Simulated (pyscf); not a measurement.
Single points on ωB97X-D3(BJ)/def2-SVP structures (PySCF, gas phase). MP2 and CC: frozen core, UHF for open shells. ΔMP2 is the change of the MP2 total energy from the triple- to the quadruple-zeta basis.

What are the homolytic bond dissociation enthalpies (298 K) of H₃C–SnH₃ (SMILES [CH3][SnH3]) at CCSD(T)/def2-TZVPP + ΔMP2(QZVPP), weakest first?

C–Sn to CH₃• + SnH₃•: 70.2 kcal/mol; H–Sn to H₃C–SnH₂• + H•: 77.5 kcal/mol; C–H to •H₂C–SnH₃ + H•: 102.8 kcal/mol. Ring and multiple bonds, and those that leave no two simple radicals, are not listed. •H₂C–SnH₃ lies 30.6 kcal/mol over its isomer H₃C–SnH₂•, and others may lie lower still (electronic energy, ωB97M-D3(BJ)). Other isomers of H₃C–SnH₂• were not searched in full and may lie lower. The CCSD(T) − MP2 part came from Ansatz, without density fitting, on the same reference. The frozen core leaves the outer d or s,p core shells of the metals and heavy elements correlated in the MP2 and CC values, and def2-TZVPP describes them poorly, which can shift differences by a few kcal/mol. Elements past Kr carry the def2 core potentials, without spin-orbit coupling.
